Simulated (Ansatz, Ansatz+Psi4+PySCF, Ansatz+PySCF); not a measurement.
```xyz
7

C    -0.2566   -0.8266    0.0003
C    -0.2434    0.6731   -0.0064
H     0.7665   -1.2266   -0.0064
H    -0.7576   -1.2212    0.8768
H    -0.7601   -1.2040   -0.8826
H    -0.1652    1.2230   -0.9326
H    -0.1757    1.2268    0.9161
```

Basis set: cc-pVTZ (spherical functions). Left uncorrelated: 2 orbitals. Correlation on ROHF uses semicanonical orbitals with singles. Charge 0, multiplicity 2.

Computed with Ansatz (development build ahead of 0.2.0); each method stands on the lowest determinant of its kind that the runs found.

(1) Give the atomization energy at this shape (free ground-state atoms in the same class of orbitals less the molecule, no zero-point energy) of doublet C₂H₅ by UHF-CCSD(T), ROHF-MP2, UHF-MP2.

Results:

(1)

| method | atomization energy |
| --- | --- |
| UHF-CCSD(T) | 590.97 kcal/mol |
| ROHF-MP2 | 591.91 kcal/mol |
| UHF-MP2 | 591.36 kcal/mol |
